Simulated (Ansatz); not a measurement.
Mulliken charges of C₂H₆O₂ (`COCO`) from ωB97M-V/def2-TZVPP in Ansatz (PBE0-D4/def2-TZVP geometry).

| atom | x (Å) | y (Å) | z (Å) | charge (e) |
| --- | --- | --- | --- | --- |
| C1 | -0.339 | -0.073 | 1.296 | -0.185 |
| O2 | -0.539 | -0.683 | 0.040 | -0.310 |
| C3 | 0.395 | -0.297 | -0.915 | 0.103 |
| O4 | 0.279 | 1.042 | -1.299 | -0.322 |
| H5 | -1.109 | -0.455 | 1.965 | 0.125 |
| H6 | 0.648 | -0.329 | 1.703 | 0.100 |
| H7 | -0.421 | 1.016 | 1.233 | 0.120 |
| H8 | 0.244 | -0.976 | -1.761 | 0.111 |
| H9 | 1.417 | -0.400 | -0.530 | 0.085 |
| H10 | -0.573 | 1.154 | -1.732 | 0.174 |

**Question.** By hand: the dipole of these point charges (1 e Å = 4.8032 D).

**Answer.** Σ q r = (0.104, -0.050, 0.094) e Å, of length 0.149 e Å = 0.72 D.

**Question.** How does the dipole of the full density compare? (Estimate.)

**Answer.** The calculation gave: (-0.063, -0.021, 0.013) e Å, 0.33 D; the point charges give 2.18 times that, at 115° from its direction.

Point charges leave out the atoms' own dipoles, such as those of lone pairs, and Mulliken's split depends on the basis, so the two needn't agree.
